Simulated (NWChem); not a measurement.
Species: SiH$_{2}$, singlet; SMILES [SiH2]

```xyz
3

Si     0.0000     0.0000     0.1809
H      1.0934     0.0000    -0.8898
H     -1.0934     0.0000    -0.8898
```
Atoms are numbered in this order, from 1.

Low-valent species are run as closed-shell singlets; no triplet was tried in these runs. Geometry: optimised at B3LYP/6-31G* (spherical d).

**Question.** Give the principal values of the shielding tensors (ppm) of Si1 from KT2/pcSseg-1, GIAO (NWChem), with their diamagnetic and paramagnetic parts as GIAO splits them.

**Answer.** 
```tsv
atom	σ11	σ22	σ33	isotropic	diamagnetic	paramagnetic
Si1	-1884.8	-210.9	551.4	-514.8	877.3	-1392.0
```
